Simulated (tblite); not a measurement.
Input of a run (GFN2-xTB geometry optimisation, gas phase (tblite 0.8.0)), started from a force field or distance geometry:
```
{"job": {"kind": "relax", "xc": "GFN2-xTB", "basis": "xTB"}, "charge": 0, "multiplicity": 1}
C      2.567100     1.190500    -0.139500
N      1.761800     0.407400     0.176200
C      0.867000    -0.540900     0.574700
C     -0.399400    -0.204100     0.456400
C     -1.649000     0.131500     0.356000
H      1.064100    -1.513400     0.948700
H     -2.083500     0.617200     1.206000
H     -2.119000    -0.078700    -0.568200
```

Output (eV, eV/Å):
```
step      E/eV     max force
  0    -349.73429    1.929
  1    -349.79617    0.792
  2    -349.82359    0.697
  3    -349.89811    1.456
  4    -349.88880    2.185
  5    -349.91278    0.321
  6    -349.91400    0.484
  7    -349.91744    0.202
  8    -349.92159    0.132
  9    -349.92244    0.108
 10    -349.92424    0.105
 11    -349.92562    0.103
 12    -349.92682    0.104
 13    -349.92738    0.068
 14    -349.92772    0.071
 15    -349.92796    0.067
 16    -349.92820    0.054
 17    -349.92849    0.059
 18    -349.92892    0.086
 19    -349.92950    0.097
 20    -349.93019    0.084
 21    -349.93084    0.083
 22    -349.93137    0.082
 23    -349.93174    0.059
 24    -349.93191    0.030
 25    -349.93195    0.011
 26    -349.93195    0.006
```

Q: Summarise the run.

A: The energy falls by 0.198 eV over 26 L-BFGS steps, the largest force on an atom goes from 1.93 to 0.006 eV/Å, and the atoms move by 0.107 Å rms after alignment. The bond that changes most is C3–H6 (outer carbon of cumulated double bonds to hydrogen on carbon), which lengthens by 0.023 Å. Bonds longer at the end by more than 0.005 Å: 3 of 7; shorter: 2. Among the angles that change most is N2–C3–H6, from 128.2° to 114.9°. The energy rose by more than 1e-5 eV at step 4. The first step brought 31 % of the lowering.

Q: What are the final bond lengths?

A: C1≡N2 1.166 Å, N2–C3 1.361 Å, C3=C4 1.305 Å, C4=C5 1.291 Å, C3–H6 1.084 Å, C5–H7 1.079 Å, C5–H8 1.079 Å. Numbering counts from 1 in the input's order; the species is `[C-]#[N+]C=C=C`.

The run took under 0.1 s of wall time on an Arm Neoverse V2 with one thread, shared host with 96 logical CPUs at a one-minute load of 88.

Its GFN2-xTB frequencies are all real (lowest 134 cm⁻¹).

All values are computed, not measured.
